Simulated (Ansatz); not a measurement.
**Relaxing Rb₃Ag**

Computed with DFT PBE, scalar-relativistic, plane waves, PAW (Ansatz 0.2.0). Cutoff 420 eV, Γ-centred k mesh, Gaussian smearing, no spin polarisation in the final step.

This is the end of a relaxation of cell and atoms.

```
Rb Ag
1.0
     6.13615    0.00000    0.00000
     0.00000    6.13615    0.00000
     0.00000    0.00000    6.13615
Rb Ag
3 1
Direct
  0.00000 0.50000 0.50000
  0.50000 0.00000 0.50000
  0.50000 0.50000 0.00000
  0.00000 0.00000 0.00000
```

Energies over the elements count from the elements' standard structures at the same level, with no empirical corrections.

What space group does it have?

Pm-3m (No. 221). Conventional cell: a = 6.136 Å. Around Rb lie 4 Ag at 4.34 Å and 8 Rb at 4.34 Å; Ag is coordinated by 12 Rb at 4.34 Å.

What is its formation energy per atom?

0.12 eV/atom.

Is it a metal?

Yes, bands cross the Fermi level on the 8×8×8 mesh.

The final run used a 8×8×8 mesh on its 4-atom cell and 0.10 eV smearing. For metals, differences of a few meV/atom aren't resolved.

Cost: 2 runs of about 0.23 core-minutes in all, on Intel Xeon 6975P-C (Granite Rapids) (shared hosts).